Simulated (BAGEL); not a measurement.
# doublet C3H4FN+: levels of theory compared

Aim: a comparison of 4 runs (UHF/STO-3G, UHF/3-21G, ROHF/6-31G*, ROHF/def2-SVP) of doublet C3H4FN+. 

Program for the calculation: BAGEL 1.2.2.

### Step 1. The structure to begin with

C3H4FN+ has 9 atoms, charge +1, and is taken as a doublet. SMILES of the parent species: `FCC1=NC1`. The coordinates come from a GFN2-xTB relaxation. This is one conformer, not always the lowest. That shape belongs to the parent species and isn't relaxed for this state.

Bond lengths: F1–C2 1.371 Å, C2–C3 1.459 Å, C3–N4 1.255 Å, C3–C5 1.454 Å, N4–C5 1.499 Å, C2–H6 1.098 Å, C2–H7 1.098 Å, C5–H8 1.082 Å, C5–H9 1.082 Å. Some angles: F1–C2–C3 111.7°, C2–C3–N4 145.7°, C2–C3–C5 147.6°, N4–C3–C5 66.7°, C3–N4–C5 63.0°, C3–C5–N4 50.3°, F1–C2–H6 107.4°, F1–C2–H7 107.3°, C3–C2–H6 110.5°, C3–C2–H7 110.4°.

### Step 2. A single-point energy at UHF/STO-3G (density fitting with qzvpp-jkfit) (run 1)

Input file job.json:

```json
{ "bagel" : [

{
  "title" : "molecule",
  "basis" : "sto-3g",
  "df_basis" : "qzvpp-jkfit",
  "angstrom" : true,
  "geometry" : [
    { "atom" : "F", "xyz" : [   -0.963540,    1.474060,    0.993130 ] },
    { "atom" : "C", "xyz" : [    0.209450,    0.765350,    1.040900 ] },
    { "atom" : "C", "xyz" : [    0.289370,   -0.217830,   -0.033970 ] },
    { "atom" : "N", "xyz" : [    0.980520,   -1.124020,   -0.560580 ] },
    { "atom" : "C", "xyz" : [   -0.340730,   -0.817050,   -1.199140 ] },
    { "atom" : "H", "xyz" : [    0.252880,    0.268850,    2.019390 ] },
    { "atom" : "H", "xyz" : [    1.031870,    1.488400,    0.959640 ] },
    { "atom" : "H", "xyz" : [   -1.134750,   -1.540460,   -1.071730 ] },
    { "atom" : "H", "xyz" : [   -0.325060,   -0.297290,   -2.147660 ] }
  ]
},
{
  "title" : "uhf",
  "charge" : 1,
  "nopen" : 1
},
{
  "title" : "print",
  "file" : "orbitals.molden",
  "orbitals" : true
}

]}
```

Started as:

```sh
$ BAGEL_NUM_THREADS=1 BAGEL job.json > job.out
```

Standard output:

```text
* using 1 threads per process

  ===============================================================
  ===============================================================

  *** Geometry ***

  { "atom" : "F", "xyz" : [     -1.820827,      2.785570,      1.876744 ] },
  { "atom" : "C", "xyz" : [      0.395803,      1.446302,      1.967016 ] },
  { "atom" : "C", "xyz" : [      0.546830,     -0.411639,     -0.064194 ] },
  { "atom" : "N", "xyz" : [      1.852914,     -2.124090,     -1.059343 ] },
  { "atom" : "C", "xyz" : [     -0.643886,     -1.544001,     -2.266046 ] },
  { "atom" : "H", "xyz" : [      0.477874,      0.508053,      3.816094 ] },
  { "atom" : "H", "xyz" : [      1.949952,      2.812668,      1.813457 ] },
  { "atom" : "H", "xyz" : [     -2.144367,     -2.911048,     -2.025276 ] },
  { "atom" : "H", "xyz" : [     -0.614274,     -0.561797,     -4.058489 ] },

  Number of auxiliary basis functions:      451

  Since a DF basis is specified, we compute 2- and 3-index integrals:
    o Being stored without compression. Storage requirement is 0.003 GB

  Number of basis functions:       29
  Number of electrons      :       38

    * METHOD: MOLECULE                             0.15

  *** Open-shell HF ***

  === Nuclear Repulsion ===
   160.7469136772

      * DIIS with orbital gradients will be used.

  === UHF iteration (sto-3g) ===
      0       -265.69276478          0.05648839           0.03
      1       -265.83409858          0.03886543           0.03
      2       -265.86519646          0.03040334           0.03
      3       -265.91114352          0.00334948           0.03
      4       -265.91449349          0.00215342           0.02
      5       -265.91672223          0.00127311           0.02
      6       -265.91842293          0.00051115           0.02
      7       -265.91909461          0.00034729           0.03
      8       -265.92004247          0.00026447           0.03
      9       -265.92045605          0.00025993           0.03
     10       -265.92081014          0.00025345           0.03
     11       -265.92219233          0.00022616           0.03
     12       -265.92280482          0.00016316           0.03
     13       -265.92290143          0.00013714           0.03
     14       -265.92292366          0.00006519           0.03
     15       -265.92293178          0.00002225           0.03
     16       -265.92293285          0.00000856           0.03
     17       -265.92293636          0.00000395           0.03
     18       -265.92293646          0.00000208           0.03
     19       -265.92293651          0.00000087           0.03
     20       -265.92293651          0.00000050           0.03
     21       -265.92293651          0.00000022           0.03
     22       -265.92293651          0.00000015           0.03
     23       -265.92293651          0.00000014           0.03
     24       -265.92293651          0.00000013           0.03
     25       -265.92293651          0.00000008           0.03
     26       -265.92293651          0.00000005           0.03
     27       -265.92293651          0.00000004           0.03
     28       -265.92293651          0.00000003           0.03
     29       -265.92293651          0.00000001           0.03
     30       -265.92293651          0.00000001           0.03
    * SCF iteration converged.

    * S^2 (UHF) is 1.0180

    * Permanent dipole moment:
           (   -0.500678,     0.992581,     0.781057) a.u.

    * METHOD: UHF                                  0.88

    * METHOD: PRINT                                0.00

  ===============================================================
```

Wall time 1.2 s (1 thread of Intel Xeon at 2.60GHz (Ice Lake), shared host); peak memory 0.083 GiB.

### Step 3. A single-point energy at UHF/3-21G (density fitting with qzvpp-jkfit) (run 2)

Input file calc.json:

```json
{ "bagel" : [

{
  "title" : "molecule",
  "basis" : "3-21g",
  "df_basis" : "qzvpp-jkfit",
  "angstrom" : true,
  "geometry" : [
    { "atom" : "F", "xyz" : [      -0.963540,       1.474060,       0.993130 ] },
    { "atom" : "C", "xyz" : [       0.209450,       0.765350,       1.040900 ] },
    { "atom" : "C", "xyz" : [       0.289370,      -0.217830,      -0.033970 ] },
    { "atom" : "N", "xyz" : [       0.980520,      -1.124020,      -0.560580 ] },
    { "atom" : "C", "xyz" : [      -0.340730,      -0.817050,      -1.199140 ] },
    { "atom" : "H", "xyz" : [       0.252880,       0.268850,       2.019390 ] },
    { "atom" : "H", "xyz" : [       1.031870,       1.488400,       0.959640 ] },
    { "atom" : "H", "xyz" : [      -1.134750,      -1.540460,      -1.071730 ] },
    { "atom" : "H", "xyz" : [      -0.325060,      -0.297290,      -2.147660 ] }
  ]
},

{ "title" : "uhf", "charge" : 1, "nopen" : 1 },

{ "title" : "print", "file" : "orbitals.molden", "orbitals" : true }

]}
```

Started as:

```sh
$ BAGEL_NUM_THREADS=1 BAGEL calc.json > calc.out
```

Standard output:

```text
* using 1 threads per process

  ===============================================================
  ===============================================================

  *** Geometry ***

  { "atom" : "F", "xyz" : [     -1.820827,      2.785570,      1.876744 ] },
  { "atom" : "C", "xyz" : [      0.395803,      1.446302,      1.967016 ] },
  { "atom" : "C", "xyz" : [      0.546830,     -0.411639,     -0.064194 ] },
  { "atom" : "N", "xyz" : [      1.852914,     -2.124090,     -1.059343 ] },
  { "atom" : "C", "xyz" : [     -0.643886,     -1.544001,     -2.266046 ] },
  { "atom" : "H", "xyz" : [      0.477874,      0.508053,      3.816094 ] },
  { "atom" : "H", "xyz" : [      1.949952,      2.812668,      1.813457 ] },
  { "atom" : "H", "xyz" : [     -2.144367,     -2.911048,     -2.025276 ] },
  { "atom" : "H", "xyz" : [     -0.614274,     -0.561797,     -4.058489 ] },

  Number of auxiliary basis functions:      451

  Since a DF basis is specified, we compute 2- and 3-index integrals:
    o Being stored without compression. Storage requirement is 0.010 GB

  Number of basis functions:       53
  Number of electrons      :       38

    * METHOD: MOLECULE                             0.20

  *** Open-shell HF ***

  === Nuclear Repulsion ===
   160.7469136772

      * DIIS with orbital gradients will be used.

  === UHF iteration (3-21g) ===
      0       -267.67064359          0.04985471           0.06
      1       -267.77479785          0.03980440           0.06
      2       -267.80078830          0.03271616           0.06
      3       -267.85252255          0.00388877           0.06
      4       -267.85487461          0.00217798           0.05
      5       -267.85710786          0.00132783           0.05
      6       -267.85870782          0.00060187           0.06
      7       -267.85939437          0.00030622           0.05
      8       -267.85982788          0.00019141           0.05
      9       -267.86018473          0.00017808           0.05
     10       -267.86037406          0.00016101           0.05
     11       -267.86074160          0.00016568           0.06
     12       -267.86098285          0.00015335           0.06
     13       -267.86153057          0.00011918           0.06
     14       -267.86177309          0.00005089           0.05
     15       -267.86177475          0.00006551           0.05
     16       -267.86177616          0.00002901           0.07
     17       -267.86177633          0.00000796           0.07
     18       -267.86177600          0.00000590           0.05
     19       -267.86177595          0.00000480           0.08
     20       -267.86177639          0.00000338           0.08
     21       -267.86177662          0.00000083           0.06
     22       -267.86177662          0.00000053           0.05
     23       -267.86177662          0.00000043           0.05
     24       -267.86177662          0.00000034           0.06
     25       -267.86177662          0.00000027           0.06
     26       -267.86177662          0.00000018           0.05
     27       -267.86177662          0.00000007           0.06
     28       -267.86177662          0.00000005           0.06
     29       -267.86177662          0.00000004           0.06
     30       -267.86177662          0.00000003           0.06
     31       -267.86177662          0.00000001           0.05
     32       -267.86177662          0.00000001           0.06
    * SCF iteration converged.

    * S^2 (UHF) is 0.9469

    * Permanent dipole moment:
           (   -0.623849,     1.036069,     0.743843) a.u.

    * METHOD: UHF                                  1.99

    * METHOD: PRINT                                0.01

  ===============================================================
```

It took 2.4 s on 1 thread of Intel Xeon at 2.60GHz (Ice Lake), shared host; peak memory 0.083 GiB.

### Step 4. A single-point energy at ROHF/6-31G(d) (density fitting with qzvpp-jkfit, spherical functions) (run 3)

Edit calc.json of step 3 so:

```diff
@@ -4,5 +4,5 @@
   "title" : "molecule",
-  "basis" : "3-21g",
+  "basis" : "6-31gs.json",
   "df_basis" : "qzvpp-jkfit",
-  "angstrom" : true,
+  "angstrom" : "true",
   "geometry" : [
@@ -20,5 +20,13 @@
 
-{ "title" : "uhf", "charge" : 1, "nopen" : 1 },
+{
+  "title" : "rohf",
+  "charge" : 1,
+  "nopen" : 1
+},
 
-{ "title" : "print", "file" : "orbitals.molden", "orbitals" : true }
+{
+  "title" : "print",
+  "file" : "orbitals.molden",
+  "orbitals" : "true"
+}
```

The basis set 6-31G* is read from a file made from the Basis Set Exchange's data (not shown).

Started as:

```sh
$ BAGEL_NUM_THREADS=1 BAGEL calc.json > calc.out
```

Standard output:

```text
* using 1 threads per process

  ===============================================================
  ===============================================================

  *** Geometry ***

  { "atom" : "F", "xyz" : [     -1.820827,      2.785570,      1.876744 ] },
  { "atom" : "C", "xyz" : [      0.395803,      1.446302,      1.967016 ] },
  { "atom" : "C", "xyz" : [      0.546830,     -0.411639,     -0.064194 ] },
  { "atom" : "N", "xyz" : [      1.852914,     -2.124090,     -1.059343 ] },
  { "atom" : "C", "xyz" : [     -0.643886,     -1.544001,     -2.266046 ] },
  { "atom" : "H", "xyz" : [      0.477874,      0.508053,      3.816094 ] },
  { "atom" : "H", "xyz" : [      1.949952,      2.812668,      1.813457 ] },
  { "atom" : "H", "xyz" : [     -2.144367,     -2.911048,     -2.025276 ] },
  { "atom" : "H", "xyz" : [     -0.614274,     -0.561797,     -4.058489 ] },

  Number of auxiliary basis functions:      451

  Since a DF basis is specified, we compute 2- and 3-index integrals:
    o Being stored without compression. Storage requirement is 0.022 GB

  Number of basis functions:       78
  Number of electrons      :       38

    * METHOD: MOLECULE                             0.21

  *** Open-shell HF ***

  === Nuclear Repulsion ===
   160.7469136772

      * DIIS with orbital gradients will be used.

  === ROHF iteration (6-31gs.json) ===
      0       -269.15451267          0.04238427           0.09
      1       -269.25849166          0.03473674           0.09
      2       -269.28877503          0.02942939           0.09
      3       -269.36983193          0.00286425           0.09
      4       -269.37120645          0.00136394           0.09
      5       -269.37199008          0.00075353           0.09
      6       -269.37250715          0.00045159           0.09
      7       -269.37275945          0.00027280           0.09
      8       -269.37287461          0.00016947           0.09
      9       -269.37292664          0.00011189           0.09
     10       -269.37296251          0.00008226           0.09
     11       -269.37298233          0.00006028           0.11
     12       -269.37298490          0.00002957           0.11
     13       -269.37299883          0.00001521           0.09
     14       -269.37300712          0.00000684           0.09
     15       -269.37301115          0.00000448           0.09
[... 18 lines of this table left out ...]
     34       -269.37301239          0.00000002           0.09
     35       -269.37301239          0.00000002           0.09
     36       -269.37301239          0.00000002           0.09
     37       -269.37301239          0.00000001           0.09
     38       -269.37301240          0.00000001           0.09
     39       -269.37301240          0.00000001           0.09
     40       -269.37301240          0.00000001           0.09
     41       -269.37301240          0.00000001           0.09
    * SCF iteration converged.

    * S^2 (ROHF) is 0.7500

    * Permanent dipole moment:
           (   -0.430637,     0.861957,     0.687179) a.u.

    * METHOD: ROHF                                 3.99

    * METHOD: PRINT                                0.01

  ===============================================================
```

It took 4.5 s on 1 thread of Intel Xeon at 2.60GHz (Ice Lake), shared host; peak memory 0.1 GiB.

### Step 5. A single-point energy at ROHF/def2-SVP (density fitting with qzvpp-jkfit) (run 4)

Input file calc.json:

```json
{ "bagel": [

{
  "title": "molecule",
  "basis": "svp",
  "df_basis": "qzvpp-jkfit",
  "angstrom": "true",
  "geometry": [
    { "atom": "F", "xyz": [   -0.963540,    1.474060,    0.993130 ] },
    { "atom": "C", "xyz": [    0.209450,    0.765350,    1.040900 ] },
    { "atom": "C", "xyz": [    0.289370,   -0.217830,   -0.033970 ] },
    { "atom": "N", "xyz": [    0.980520,   -1.124020,   -0.560580 ] },
    { "atom": "C", "xyz": [   -0.340730,   -0.817050,   -1.199140 ] },
    { "atom": "H", "xyz": [    0.252880,    0.268850,    2.019390 ] },
    { "atom": "H", "xyz": [    1.031870,    1.488400,    0.959640 ] },
    { "atom": "H", "xyz": [   -1.134750,   -1.540460,   -1.071730 ] },
    { "atom": "H", "xyz": [   -0.325060,   -0.297290,   -2.147660 ] }
  ]
},
{
  "title": "rohf",
  "charge": 1,
  "nopen": 1
},
{
  "title": "print",
  "file": "orbitals.molden",
  "orbitals": "true"
}

]}
```

Started as:

```sh
$ BAGEL_NUM_THREADS=1 BAGEL calc.json > calc.out
```

Standard output:

```text
* using 1 threads per process

  ===============================================================
  ===============================================================

  *** Geometry ***

  { "atom" : "F", "xyz" : [     -1.820827,      2.785570,      1.876744 ] },
  { "atom" : "C", "xyz" : [      0.395803,      1.446302,      1.967016 ] },
  { "atom" : "C", "xyz" : [      0.546830,     -0.411639,     -0.064194 ] },
  { "atom" : "N", "xyz" : [      1.852914,     -2.124090,     -1.059343 ] },
  { "atom" : "C", "xyz" : [     -0.643886,     -1.544001,     -2.266046 ] },
  { "atom" : "H", "xyz" : [      0.477874,      0.508053,      3.816094 ] },
  { "atom" : "H", "xyz" : [      1.949952,      2.812668,      1.813457 ] },
  { "atom" : "H", "xyz" : [     -2.144367,     -2.911048,     -2.025276 ] },
  { "atom" : "H", "xyz" : [     -0.614274,     -0.561797,     -4.058489 ] },

  Number of auxiliary basis functions:      451

  Since a DF basis is specified, we compute 2- and 3-index integrals:
    o Being stored without compression. Storage requirement is 0.029 GB

  Number of basis functions:       90
  Number of electrons      :       38

    * METHOD: MOLECULE                             0.22

  *** Open-shell HF ***

  === Nuclear Repulsion ===
   160.7469136772

      * DIIS with orbital gradients will be used.

  === ROHF iteration (svp) ===
      0       -268.99823150          0.02999655           0.11
      1       -269.10194599          0.02054624           0.11
      2       -269.12595737          0.01571792           0.11
      3       -269.15867503          0.00229147           0.11
      4       -269.15997522          0.00111952           0.11
      5       -269.16075113          0.00065853           0.12
      6       -269.16133053          0.00035645           0.11
      7       -269.16159264          0.00023321           0.11
      8       -269.16170203          0.00015686           0.11
      9       -269.16175562          0.00010334           0.11
     10       -269.16180371          0.00007276           0.11
     11       -269.16183768          0.00005134           0.11
     12       -269.16183747          0.00002083           0.11
     13       -269.16186080          0.00001107           0.11
     14       -269.16186951          0.00000598           0.11
     15       -269.16187211          0.00000439           0.13
     16       -269.16187173          0.00000327           0.11
     17       -269.16187251          0.00000250           0.11
     18       -269.16187266          0.00000219           0.11
     19       -269.16187287          0.00000202           0.11
     20       -269.16187291          0.00000186           0.11
     21       -269.16187290          0.00000160           0.11
     22       -269.16187300          0.00000128           0.11
     23       -269.16187307          0.00000100           0.11
     24       -269.16187328          0.00000082           0.11
     25       -269.16187333          0.00000066           0.11
     26       -269.16187334          0.00000052           0.11
     27       -269.16187341          0.00000032           0.12
     28       -269.16187336          0.00000019           0.11
     29       -269.16187333          0.00000011           0.11
     30       -269.16187329          0.00000008           0.11
     31       -269.16187327          0.00000007           0.11
     32       -269.16187327          0.00000006           0.11
     33       -269.16187327          0.00000005           0.11
     34       -269.16187327          0.00000004           0.11
     35       -269.16187327          0.00000003           0.11
     36       -269.16187327          0.00000003           0.11
     37       -269.16187327          0.00000002           0.11
     38       -269.16187327          0.00000001           0.11
     39       -269.16187327          0.00000001           0.11
     40       -269.16187327          0.00000001           0.11
    * SCF iteration converged.

    * S^2 (ROHF) is 0.7500

    * Permanent dipole moment:
           (   -0.501068,     0.901154,     0.680327) a.u.

    * METHOD: ROHF                                 4.68

    * METHOD: PRINT                                0.02

  ===============================================================
```

It took 5.1 s on 1 thread of Intel Xeon at 2.60GHz (Ice Lake), shared host; peak memory 0.11 GiB.

### Step 6. Overview of the runs

```
run                                                                level  energy (Eh)   ⟨S²⟩  wall time
  1                        UHF/STO-3G (density fitting with qzvpp-jkfit)  -265.922937  1.018      1.2 s
  2                         UHF/3-21G (density fitting with qzvpp-jkfit)  -267.861777  0.947      2.4 s
  3  ROHF/6-31G* (density fitting with qzvpp-jkfit, spherical functions)  -269.373012  0.750      4.5 s
  4                     ROHF/def2-SVP (density fitting with qzvpp-jkfit)  -269.161873  0.750      5.1 s
```

### Step 7. Results

| quantity | value |
| --- | --- |
| run 4: total energy | -269.16187 Eh |
| run 4: ⟨S²⟩ | 0.750 |

What this shows: In run 1 the basis is minimal, so the values are rough. Spin contamination of the reference: run 1 ⟨S²⟩ = 1.02, run 2 ⟨S²⟩ = 0.95. All runs together took 13 s, the longest 5.1 s.
